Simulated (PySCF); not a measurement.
How methods differ on the ionisation energy of Ne

Ne [Ne] (1S) → Ne⁺ [He] 2s2 2p5 (2P), as a difference of total energies. Calculation: PySCF 2.14, in pcseg-2 (4s3p2d1f, 30 functions); the non-relativistic Hamiltonian (point nucleus). Correlated levels: valence: 1s2 frozen. The calculations carry no spin-orbit coupling.

| method | ionisation energy (eV) |
| --- | --- |
| UHF | 19.704 |
| LDA | 22.203 |
| B3LYP | 21.741 |
| MP2 (valence) | 21.612 |
| SCS-MP2 (valence) | 21.464 |
| CCSD (valence) | 21.354 |
| CCSD(T) (valence) | 21.406 |

Errors of the correlated levels include the incompleteness of this basis and the frozen core.

Q: Which method comes closest to the reference value, and which is furthest?

A: The reference is 21.597 eV (measured; NIST levels, between the centres of gravity of the two terms). Closest: MP2 (valence) (error 0.015 eV); furthest: UHF (error -1.893 eV).
